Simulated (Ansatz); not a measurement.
Ideal-gas functions of CH2AlN (`N#[C][AlH2]`) at 600 K and 1 bar, from an Ansatz frequency run at PBE0-D4/def2-TZVP.

Molar mass 55.02 g/mol, point group C2v (symmetry number 2), electronic degeneracy 1, moments of inertia 3.96, 102.897, 106.857 u Å². Harmonic wavenumbers (cm⁻¹, unscaled): 209, 217, 546, 546, 610, 766, 1978, 1995, 2310.

Use S(trans) = R[1.5 ln M + 2.5 ln T − 1.1517]; rotational temperatures θ = 24.2544 K / I; S(rot) = R[ln(√π/σ · √(T³/θAθBθC)) + 1.5]; for each mode x = 1.438777 ν̃/T, S = R[x/(eˣ − 1) − ln(1 − e⁻ˣ)] and H = RT x/(eˣ − 1); 1 cm⁻¹ = 0.0119627 kJ/mol; R = 8.31446 J/(mol·K).

**Question.** By hand: the entropy, in J/(mol·K).

**Answer.** Translation 173.4. Rotation: θ = 6.1248, 0.2357, 0.227 K, giving 95.9. Vibration, mode by mode: 14.14, 13.84, 6.64, 6.64, 5.86, 4.34, 0.42, 0.41, 0.21, in all 52.5. Electronic 0.0. Sum 321.8 J/(mol·K).

**Question.** By hand: H − E and G − E in kJ/mol, counted from the electronic energy.

**Answer.** Zero-point energy ½ × 9177 × 0.0119627 = 54.9; thermal vibration 16.9; translation, rotation and pV give 4 RT = 20.0. H − E = 91.8 kJ/mol, and G − E = 91.8 − 600 × 321.8/1000 = -101.3 kJ/mol.

Vibration gives 16 % of the entropy.
